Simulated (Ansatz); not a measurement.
Sb2O3 (Pccn, No. 56)

Calculation: r²SCAN (Ansatz, an electronic-structure program, PAW).

Numerical settings: plane-wave cutoff 500 eV, 6×6×4 k mesh (along the axes of the cell as run), gaussian smearing 0.02 eV, scalar-relativistic PAW data made under PBE.

Cell: relaxed at this level.

- equilibrium volume per atom = 17.12 Å³/atom
- band gap = 2.66 eV (on the SCF k mesh)

Note: the relaxation could not lower the start's symmetry, so the cell can be a saddle point above a distorted one.

Spin–orbit coupling is not included.
